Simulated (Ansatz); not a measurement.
in.yaml

```yaml
crystal:
  periodic: [false, false, false]
  atoms:
    - {symbol: Fe, position_ang: [0.000000, 0.000000, -3.793733]}
    - {symbol: N, position_ang: [0.000000, 0.000000, 1.387267]}
    - {symbol: H, position_ang: [0.000000, 0.000000, 2.406465]}
basis:
  gaussian: {orbitals: def2-SVP}
magnetization: {spin_polarized: true, initial_magnetization: 0}
correlation: {method: ccsd_t, electrons: outside_noble_gas}
output: {forces: true}
```

```sh
$ ansatz run in.yaml --threads 1 --pin off --events-out ev --progress --plain --max-ram 2393MiB
```

The program prints:

```
530 factors; integrals over basis functions are off by at most 8.6e-4 eV
mean field evaluation 1: about -35709.0612 eV, gradient 1.3e2 eV
mean field evaluation 2: about -35709.0678 eV, gradient 1.3e2 eV
mean field evaluation 4: about -35717.9381 eV, gradient 1.2e2 eV
mean field evaluation 8: about -35801.2002 eV, gradient 4.6e1 eV
mean field evaluation 16: about -35832.7706 eV, gradient 1.3e-1 eV
mean field evaluation 32: about -35837.0177 eV, gradient 2.9e0 eV
mean field evaluation 64: about -35838.4047 eV, gradient 1.6e-2 eV
mean field evaluation 96: about -35838.4054 eV, gradient 3.1e-5 eV
mean field evaluation 128: about -35838.4054 eV, gradient 3.8e-5 eV
mean field evaluation 160: about -35838.4050 eV, gradient 4.7e-3 eV
...
cycle  43  -7.14311968 eV  change   -1.4e-9 eV  update   4.8e-9
cycle  44  -7.14311968 eV  change    1.7e-9 eV  update   4.9e-9
cycle  45  -7.14311968 eV  change  -8.7e-12 eV  update   4.9e-9
cycle  46  -7.14311968 eV  change   9.1e-11 eV  update   4.9e-9
cycle  47  -7.14311968 eV  change   2.7e-10 eV  update   4.9e-9
cycle  48  -7.14311968 eV  change   -1.1e-9 eV  update   4.7e-9
cycle  49  -7.14311968 eV  change   -1.0e-9 eV  update   4.0e-9
cycle  50  -7.14311969 eV  change   -2.4e-9 eV  update   2.7e-9
cycle  51  -7.14311969 eV  change   -2.1e-9 eV  update   2.1e-9
cycle  52  -7.14311969 eV  change   -1.0e-9 eV  update   1.1e-9
perturbative correction -0.18002967 eV, -0.0066159685 hartree
WARN: the results are in doubt because among natural orbitals the method converges to other amplitudes
the calculation of the forces begins
Total energy: -35846.60607828 eV, -1317.3384756745 hartree
Atom 0 at     0.000000     0.000000    -3.793733 Å, force     0.000000     0.000000     0.004150 eV/Å
Atom 1 at     0.000000     0.000000     1.387267 Å, force    -0.000000    -0.000000    -1.213135 eV/Å
Atom 2 at     0.000000     0.000000     2.406465 Å, force    -0.000000     0.000000     1.208985 eV/Å
Dipole moment:    -0.000000     0.000000     0.362953 e Å
In doubt: among natural orbitals the method converges to other amplitudes
```

Forces (eV/Å):
```
Fe   0.000  0.000  0.004
N    0.000  0.000 -1.213
H    0.000  0.000  1.209
```

Ran on 1 thread of Intel Xeon 6975P-C, shared host: 7.1 min wall, 0.19 GiB peak host memory.
